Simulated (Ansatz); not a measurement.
Saddle point of C2H6S, singlet (C₂H₆S (CCS) → C₂H₄ (C=C) + H₂S; bonds formed: S1–H8; bonds broken: S1–C2, C5–H8), PBE0-D4/def2-TZVP structure:

```tsv
atom	x (Å)	y (Å)	z (Å)
S1	-1.4737	-0.4064	-0.8920
C2	0.6652	-0.6409	0.5055
H3	1.1840	-1.2961	-0.1821
H4	0.1962	-1.1054	1.3632
C5	0.6628	0.7406	0.3333
H6	1.3938	1.1643	-0.3509
H7	0.4065	1.3556	1.1924
H8	-0.4216	0.8360	-0.3735
H9	-2.6132	-0.6477	-1.5961
```

Energies are electronic, without zero-point energy. Barriers and step energies count from the start structure reached by relaxing down the imaginary mode; all methods use the PBE0-D4 structures, on which another method's saddle can fall below an end. Computed with Ansatz 0.2.0 (basis: def2-TZVPP, with def2-QZVPP for the basis limit); correlated methods freeze the cores. B3LYP uses VWN-RPA correlation. Extrapolation: Hartree–Fock as exp(−7.88 √X), correlation as X^−2.97.

```tsv
method	barrier (eV)	step energy (eV)
SPW92	?	1.273
PBE-D4	2.675	0.996
BLYP-D4	2.574	0.757
r2SCAN-D4	2.861	1.010
B97M-V	2.959	0.937
PBE0-D4	3.059	1.095
B3LYP-D4	?	0.857
r2SCAN0-D4	3.152	1.087
BHLYP-D4	3.318	0.949
CAM-B3LYP-D4	3.174	0.932
wB97X-V	3.365	1.053
wB97M-V	?	0.962
B2PLYP	3.019	0.872
PBE-QIDH	3.303	1.132
RPA on PBE	3.045	0.865
HF	3.803	0.766
MP2	3.228	1.010
CCSD	3.334	0.896
CCSD(T)	3.113	0.894
```

Task: Fill in the withheld barriers. (An estimate is asked for; the value comes from the calculation.)

Result: The calculation gives: wB97M-V 3.218; SPW92 2.665; B3LYP-D4 2.898 eV. Each is the energy of the saddle less that of the start structure, by the same method.

For comparison, the barrier by CCSD(T) at an estimated basis limit (MP2 extrapolated from triple and quadruple zeta, plus CCSD(T) − MP2 in triple zeta) is 3.073 eV.

T1 diagnostic: at most 0.027. The T1 diagnostic is large here, which may signal multireference character or strong orbital relaxation, so CCSD(T) is less sure. The restricted Hartree–Fock reference is unstable towards an unrestricted one at one or more of these structures.

For scale, one of the runs: CCSD(T)/def2-TZVPP, 188 basis functions, launched by `ansatz run in.yaml --threads 2 --pin off --events-out ev --progress --plain --max-ram 4352MiB`. Hardware: 2 CPU threads, shared host. Wall time 27 s; peak host memory 2 GiB.
